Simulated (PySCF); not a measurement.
Molecule: SMILES c1c(C#N)cccc1, C7H5N.

Bonds (- single, = double, # triple, : aromatic): N1#C2 1.159 Å, C2-C3 1.433 Å, C3:C4 1.403 Å, C4:C5 1.391 Å, C5:C6 1.395 Å, C6:C7 1.395 Å, C7:C8 1.391 Å, C8:C3 1.403 Å. C4 carries H9; C5 carries H10; C6 carries H11; C7 carries H12; C8 carries H13.

Geometry PBE0-D3(BJ)/def2-SVP throughout; GIAO in PySCF, gas phase, one conformer, non-relativistic; equivalent atoms averaged; basis pcSseg-1.

For orientation, LC-wPBE gives these shifts δ (against NH3, TMS at the same level): N1 317.6, C4/C8 145.5, C6 143.8, C5/C7 139.4, C2 127.6, C3 124.1, H9/H13 7.94, H11 7.83, H10/H12 7.72 ppm.

A run gave: N1 320.1, C4/C8 139.5, C6 137.5, C5/C7 134.3, C2 124.2, C3 118.3, H9/H13 7.77, H11 7.65, H10/H12 7.58 ppm (shifts δ (against NH3, TMS at the same level)).

Task: Which functional was used in that run?
A. BP86
B. PBE0
C. BLYP
D. PBE
E. HF

Result: B. C6 tells them apart best: PBE0 gives 137.5, BP86 gives 134.4, HF gives 141.8, PBE gives 134.5, BLYP gives 135.1 ppm.
